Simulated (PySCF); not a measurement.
# Dipole moment and polarisability of `Sc1ccno1`

Species: C3H3NOS.
Structure used (PBE0-D3(BJ)/def2-SVP), in Å, numbered top down from 1:
```
atom  x, y, z in Å
S1     2.3130    0.3862   -0.2747
C2     0.6178    0.0600   -0.0407
C3    -0.4953    0.5413   -0.6734
C4    -1.5458   -0.1325    0.0027
N5    -1.1052   -0.9304    0.9382
O6     0.2612   -0.8077    0.9093
H7     2.7082   -0.4424    0.7160
H8    -0.5529    1.2576   -1.4874
H9    -2.6203   -0.0581   -0.1671
```

Level: B3LYP/def2-SVPD (PySCF), static field, nuclei fixed, core orbitals frozen in the response. The polarisability tensor in these axes (au):

```
x   90.53  4.24 -1.01
y    4.24 51.95 -9.03
z   -1.01 -9.03 53.77
```

**Question.** Give the principal values, the mean and the anisotropy Δα = √{½[(α1 − α2)² + (α2 − α3)² + (α1 − α3)²]}.

**Answer.** Principal values 43.65, 61.50 and 91.10 au; mean 65.41 au = 9.69 Å³ = 10.79 × 10⁻⁴⁰ C²·m²/J; Δα = 41.51 au (63 % of the mean).

**Question.** What is the dipole moment, and where does it point?

**Answer.** (0.58, 1.42, -1.55) D, 2.18 D in size, pointing from the negative to the positive side. Measured along this direction, the outermost atoms are N5 at the negative end and H8 at the positive end.

**Question.** What would n − 1 = 2πNα be for an ideal gas of these molecules at 350 K and 1 atm, electronic part alone?

**Answer.** N = p/kT = 2.0968 × 10¹⁹ cm⁻³, so n − 1 = 2π × N × 9.69 × 10⁻²⁴ cm³ = 1277 × 10⁻⁶ at long wavelengths, for an ideal gas.

**Question.** Traceless (Buckingham) quadrupole moment about the centre of nuclear charge: eigenvalues?

**Answer.** -8.47, -4.14, 12.61 D·Å. The values depend on the origin, since the dipole doesn't vanish. The electronic extent ⟨r²⟩ about the same centre is 643 bohr², a root-mean-square distance of 1.86 Å for the 52 electrons.

**Question.** Estimate the molar refractivity from the static electronic polarisability.

**Answer.** Lorentz–Lorenz: R = (4π/3)N_A α = 2.5225 cm³/(mol·Å³) × 9.69 Å³ = 24.5 cm³/mol, in the limit of long wavelengths.

**Question.** Along which axes do the principal values lie, and how far do the nuclei extend along each?

**Answer.** Largest value along (0.99, 0.12, -0.06), where the nuclei span 5.19 Å; middle along (0.12, -0.65, 0.75), 3.24 Å; least along (-0.05, 0.75, 0.66), 0.02 Å. The response follows the extents in order.

**Question.** What depolarisation ratio follows for Rayleigh scattering of linearly polarised light, taking the static tensor?

**Answer.** ρ = 3Δα²/(45ᾱ² + 4Δα²) = 5169.8/(192551 + 6893.0) = 0.0259.

The structure is a single PBE0-D3(BJ)/def2-SVP conformer in the gas phase; no vibrational or solvent corrections.
